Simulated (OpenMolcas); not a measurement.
C3H7Cl (1-chloropropane): the vertical energy of the triplet above the singlet from total energies

C3H7Cl has 11 atoms, charge 0, and is taken as a singlet. SMILES: `CCCCl`. The coordinates come from a PBE0-D4/def2-TZVP relaxation. This is one conformer, not always the lowest.

```xyz
11

C    -0.8114    1.0040    0.0426
C    -0.1363   -0.2468    0.5736
C     0.9732   -0.7681   -0.3105
Cl    0.3677   -1.3197   -1.9018
H    -1.2758    0.8160   -0.9270
H    -1.5880    1.3493    0.7277
H    -0.0905    1.8167   -0.0832
H    -0.8721   -1.0418    0.7266
H     0.3109   -0.0425    1.5540
H     1.4715   -1.6272    0.1367
H     1.7160    0.0032   -0.5181
```

Both states at this one shape; open shells run unrestricted unless said. 1 Eh = 27.2114 eV.

| level | program | singlet C3H7Cl (Eh) | triplet C3H7Cl (Eh) |
| --- | --- | --- | --- |
| B98/def2-SVPD | OpenMolcas | -578.433352 | -578.180525 |
| B98/def2-TZVPD (RICD fitting) | OpenMolcas | -578.710759 | -578.465764 |

Problem. Work out the vertical gap, second state less first, at each level.

Solution. 
1. B98/def2-SVPD: -578.180525 − (-578.433352) = 0.252827 Eh = 6.88 eV.
2. B98/def2-TZVPD (RICD fitting): -578.465764 − (-578.710759) = 0.244995 Eh = 6.67 eV.

No measured value is set beside it here; the levels span 6.67 to 6.88 eV.
